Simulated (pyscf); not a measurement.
Single points on ωB97X-D3(BJ)/def2-SVP structures (PySCF, gas phase).

What is the homolytic dissociation enthalpy (298 K, ωB97M-D3(BJ)/def2-TZVP) of the H–Ta bond of `[O]=[TaH]([Cl])[Cl]`, to [O=Ta(Cl)–Cl]• + H•?

H–Ta to [O=Ta(Cl)–Cl]• + H•: 3.22 eV. The 7 functionals that were run give +2.99 (M06-2X) to +3.32 eV (ωB97X-D3(BJ)/def2-TZVP). The radicals are drawn with the spin at the cut bond; how far it spreads was not checked. Other isomers of [O=Ta(Cl)–Cl]• were not searched in full and may lie lower. Open-shell species with a d-block atom are single-reference here; other states, and whether the spin sits on metal or ligand, were not checked. Elements past Kr carry the def2 core potentials, without spin-orbit coupling.
